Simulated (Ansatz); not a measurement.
NbH, quintet in def2-TZVP: errors against full CI

Geometry: a PBE0/def2-TZVP stationary point for this spin.

```xyz
2

Nb    0.0000    0.0000    0.0000
H     0.0000    0.0000    1.7642
```

Basis def2-TZVP with its core potentials; Ansatz 0.2.0. Correlated methods freeze the noble-gas cores, which leaves 6 electrons in 42 orbitals. R marks a restricted (for open shells ROHF) determinant, U an unrestricted one. Active spaces: pair = (6e, 6o) about the gap; valence = (6e, 7o) chosen from the atoms' valence shells. No spin–orbit coupling is included; scalar relativity enters through the core potentials alone. The metal's outer-core shells are frozen, which leaves out core–valence correlation.

Full CI is exact within this basis and frozen core; it isn't the basis-set limit. The frozen core follows each run's orbitals, which can shift R against U totals by a few meV for light atoms and by up to 0.1 eV past Ca.

For open shells CISD is restricted-active-space CI with the open shells as a complete middle space.

* UHF ⟨S²⟩: 6.026
* T1 diagnostic (RCCSD): 0.0482
* largest doubles amplitude (RCCSD): 0.060

```csv
level,E − E(RHF) (eV)
RMP2,-1.7711
RCCSD,-2.2086
RCCSD(T),-2.2637
```

**Question.** Estimate how far full CI in def2-TZVP lies from RCCSD(T). The table doesn't fix it; the size of (T) and the diagnostics are the guide.

**Answer.** Full CI in def2-TZVP lies 1.7 kJ/mol below RCCSD(T), which is 31 % of the (T) step (-5.3 kJ/mol). T1 is raised, and the rest is a large part of (T).

The other levels:

```json
{"level": "CISD", "E − E(full CI) (kJ/mol)": "12.5", "share of correlation (%)": "94.31", "wall time": "3.5 s"}
{"level": "RCCSDT", "E − E(full CI) (kJ/mol)": "0.0", "share of correlation (%)": "100.00", "wall time": "–"}
{"level": "RCCSDT(Q)", "E − E(full CI) (kJ/mol)": "-0.1", "share of correlation (%)": "100.06", "wall time": "20 s"}
{"level": "CASSCF (pair space)", "E − E(full CI) (kJ/mol)": "176.0", "share of correlation (%)": "20.01", "wall time": "–"}
{"level": "NEVPT2 (pair space)", "E − E(full CI) (kJ/mol)": "55.2", "share of correlation (%)": "74.92", "wall time": "5.5 s"}
{"level": "MRCISD (pair space)", "E − E(full CI) (kJ/mol)": "9.0", "share of correlation (%)": "95.90", "wall time": "–"}
{"level": "MRCISD+Q (pair space)", "E − E(full CI) (kJ/mol)": "1.9", "share of correlation (%)": "99.12", "wall time": "6 s"}
{"level": "CASSCF (valence space)", "E − E(full CI) (kJ/mol)": "175.3", "share of correlation (%)": "20.35", "wall time": "–"}
{"level": "NEVPT2 (valence space)", "E − E(full CI) (kJ/mol)": "54.5", "share of correlation (%)": "75.23", "wall time": "2.4 s"}
{"level": "MRCISD (valence space)", "E − E(full CI) (kJ/mol)": "8.7", "share of correlation (%)": "96.05", "wall time": "–"}
{"level": "MRCISD+Q (valence space)", "E − E(full CI) (kJ/mol)": "1.7", "share of correlation (%)": "99.23", "wall time": "3.1 s"}
```

The correlation energy at full CI, counted from RHF, is -2.281 eV. That run took 12 min on 1 thread of Intel Xeon, shared host over 8,946,172 determinants.

Run but not shown, since their state, orbitals or frozen core can't be matched to the reference's or they repeat it: UHF, UMP2, UCCSD, UCCSD(T), UCCSDT, UCCSDT(Q).

Times hold each run's SCF and search for its determinant on a shared host, so for small cases they say little of a method's own cost; they ran on 1 thread of Intel Xeon.

The full-CI state has the irrep A2 of C2v, in the program's axes (one component, if the state is degenerate).

Natural occupations of full CI about the gap: 1.932 0.989 0.985 0.985 0.984 0.041 0.010 0.010 0.010 0.007; effectively unpaired electrons, Σ n²(2−n)², 4.02.
